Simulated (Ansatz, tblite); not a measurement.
# The cluster Fe₃: rung by rung

How do method and basis change the picture of the cluster Fe₃ (multiplicity 9)?

Program: Ansatz 0.2.0, Gaussian basis. Level of theory: as each input shows. These are calculated values, not measurements.

Plan: GFN1-xTB, GFN2-xTB, PBE-D4/def2-TZVP, r2SCAN-D4/def2-TZVP, B97M-V/def2-TZVP, revPBE-D4/def2-TZVP, LDA/def2-TZVP, BLYP-D4/def2-TZVP, PBE+5HF/def2-TZVP, PBE+10HF/def2-TZVP, PBE+15HF/def2-TZVP, PBE+35HF/def2-TZVP, PBE+50HF/def2-TZVP, PBE-D4/def2-SVP, PBE0-D4/def2-SVP, HF/STO-3G, PBE0-D4/def2-TZVPD, PBE-D4/def2-TZVPD, r2SCAN-D4/def2-TZVPD, CCSD(T)/def2-SVP, MP2/def2-TZVP, RPA/def2-TZVP.

7 further runs of the same task are left out: 6 that didn't finish, 1 set aside as unsound or not needed.

**1. The structure**

The geometry is that of the multiplicity 9, from an earlier relaxation (PBE-D4/def2-TZVP). At that level it is the lowest of the isomers that a small search found.

3 atoms, charge 0, spin multiplicity 9.

Bond lengths: Fe1–Fe2 2.188 Å, Fe1–Fe3 2.188 Å, Fe2–Fe3 2.188 Å. Angles: Fe2–Fe1–Fe3 60.0°, Fe1–Fe2–Fe3 60.0°, Fe1–Fe3–Fe2 60.0°.

No spin-orbit coupling is included.

PBE0-D4/def2-TZVP was run before; its log isn't repeated, and its numbers join the tables.

**2. GFN1-xTB**

Tight binding, by tblite at 300 K electronic temperature and without a spin-polarisation term:

```python
tblite.interface.Calculator('GFN1-xTB', numbers, positions, charge=0, uhf=8).singlepoint()
```

Energy -237.2577 eV; 0.002 s.

**3. GFN2-xTB**

Tight binding, by tblite at 300 K electronic temperature and without a spin-polarisation term:

```python
tblite.interface.Calculator('GFN2-xTB', numbers, positions, charge=0, uhf=8).singlepoint()
```

Energy -242.9146 eV; 0.003 s.

**4. PBE-D4/def2-TZVP**

start.molden holds the orbitals of an earlier run on this state, given as this run's starting guess.

Contents of in.yaml:

```yaml
crystal:
  periodic: [false, false, false]
  atoms:
    - {symbol: Fe, position_ang: [0.211078, 1.154437, -0.467707]}
    - {symbol: Fe, position_ang: [0.961346, -0.805473, 0.151984]}
    - {symbol: Fe, position_ang: [-1.172424, -0.348964, 0.315724]}
basis:
  gaussian: {orbitals: def2-TZVP, initial_orbitals: start.molden}
magnetization: {spin_polarized: true, initial_magnetization: 8}
hamiltonian: {xc: pbe, dispersion: d4}
scf: {omitted_lower_state_checks: [starts]}
output: {orbitals: {seedname: orbitals}}
```

The run is started by

```bash
$ ansatz run in.yaml --threads 2 --pin off --events-out ev --progress --plain --max-ram 4352MiB
```

The runs that follow: r2SCAN-D4/def2-TZVP; B97M-V/def2-TZVP; revPBE-D4/def2-TZVP; LDA/def2-TZVP; BLYP-D4/def2-TZVP; PBE+5HF/def2-TZVP; PBE+10HF/def2-TZVP; PBE+15HF/def2-TZVP; PBE+35HF/def2-TZVP; PBE+50HF/def2-TZVP; PBE-D4/def2-SVP; PBE0-D4/def2-SVP; HF/STO-3G; PBE0-D4/def2-TZVPD; PBE-D4/def2-TZVPD; r2SCAN-D4/def2-TZVPD; CCSD(T)/def2-SVP; MP2/def2-TZVP; RPA/def2-TZVP.

Q: Predict the results of all the runs planned. Wanted: correlation energy, CCSD(T)/def2-SVP; correlation energy, MP2/def2-TZVP; binding an atom, functionals in def2-TZVP; PBE0 total energy, smallest basis above largest.

**Answer**, as computed:

| quantity | value |
| --- | --- |
| correlation energy, CCSD(T)/def2-SVP | -26.15 eV |
| correlation energy, MP2/def2-TZVP | -36.22 eV |
| binding an atom, functionals in def2-TZVP | 0.42 (PBE0-D4) to 2.38 eV (LDA) |
| PBE0 total energy, smallest basis above largest | 15.09 eV (def2-SVP, def2-TZVPD) |

PBE-D4, revPBE-D4, BLYP-D4, r2SCAN-D4, B97M-V leave an empty level below a filled one, so this occupation isn't an aufbau state there; left out of the range. Notes on CCSD(T)/def2-SVP: large T1 diagnostic, spin contamination, state flagged by the program.
